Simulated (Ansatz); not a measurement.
**Two structures, one formula**

Two relaxed structures of CH₄Si, singlet (PBE0-D4/def2-TZVP; forces vanish, vibrations not checked).

A:

```
6
angstrom
C -0.0935 -0.3660 -0.3703
Si 0.9173 0.2098 1.1223
H -1.1569 -0.4101 -0.1022
H 0.2150 -1.3356 -0.7630
H -0.0240 0.3820 -1.1708
H 0.1422 1.5200 1.2840
```

B:

C1  (0.518, 0.639, 0.213)
Si2  (-0.423, -0.687, -0.278)
H3  (-1.787, -0.931, 0.238)
H4  (0.056, -1.688, -1.255)
H5  (1.517, 0.810, -0.171)
H6  (0.159, 1.368, 0.929)
(Å)

Ansatz 0.2.0; basis: def2-TZVPP; cores frozen in the correlated methods. B3LYP uses VWN-RPA correlation.

Question: Which structure is lower at CCSD(T), and by how much? (Judge from chemistry; the value comes from the calculation.)

Answer: The calculation gives: B, by 0.101 eV (electronic energy, against the other). By their contacts, A is CH₄Si ([CH3][SiH]) and B is CH₄Si ([CH2][SiH2]).

Question: Do the other methods give the same order? (A judgement: the text doesn't fix the answer.)

Answer: By the calculation: Not all: HF gives the other order.

```tsv
method	E(B) − E(A) (eV)
PBE-D4	-0.145
r2SCAN-D4	-0.233
PBE0-D4	-0.080
B3LYP-D4	-0.110
wB97M-V	-0.006
HF	0.074
MP2	-0.190
CCSD	-0.029
CCSD(T)	-0.101
```

The T1 diagnostic stays at or below 0.015. The restricted Hartree–Fock reference is unstable towards an unrestricted one at one or more of these structures.

Labels in which every atom is bracketed show which atoms are joined, not bond orders.

For scale, one of the runs: CCSD(T)/def2-TZVPP, 129 basis functions, launched by `ansatz run in.yaml --threads 2 --pin off --events-out ev --progress --plain --max-ram 4352MiB`. Time: 3.4 s of wall clock on 2 CPU threads of an Intel Xeon Platinum 8488C; the host was shared. Peak host memory: 0.6 GiB.
